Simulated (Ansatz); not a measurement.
Born–Oppenheimer molecular dynamics of AlH$_{5}$N$_{2}$ (8 atoms, charge 0, multiplicity 1). It starts from a relaxed structure.

Level of theory: RKS BHLYP-D4/def2-SVP (Ansatz).

* ensemble: NVT, Nosé–Hoover chain
* time step: 0.25 fs
* steps asked: 250
* set temperature: 700 K
* thermostat: time constant 20 fs, chain length 5
* seed: 267017

First frame:

```xyz
8
Properties=species:S:1:pos:R:3
Al 0.053 0.104 0.036
N 0.039 -0.136 1.786
H -0.795 -0.123 2.349
H 0.840 -0.305 2.373
N 1.575 0.039 -0.859
H 2.489 -0.132 -0.475
H 1.646 0.177 -1.853
H -1.292 0.377 -0.728
```

Q: How far do the bonds stretch over the last three quarters of this one trajectory? (Pairs bonded in most of those frames.)

A: 
```tsv
bond	mean (Å)	spread (Å)	shortest	longest
Al1–N2	1.787	0.092	1.65	1.92
Al1–N5	1.770	0.053	1.68	1.84
Al1–H8	1.581	0.081	1.46	1.71
N2–H3	1.008	0.027	0.96	1.05
N2–H4	1.009	0.024	0.97	1.05
N5–H6	1.009	0.007	0.99	1.02
N5–H7	1.011	0.018	0.98	1.04
```

Mean temperature of the second half: 589 K. The conserved energy stayed within 0.13 meV per atom of its start (net change 0.065 meV per atom), so the integration is sound. The mean temperature of the second half is 16 % below the set value. A run of 0.062 ps of so small a system gives no equilibrium averages.

Time of the run: 7.9 min on 1 thread of Arm Neoverse V1, with other jobs on the host, peak memory 0.12 GiB.
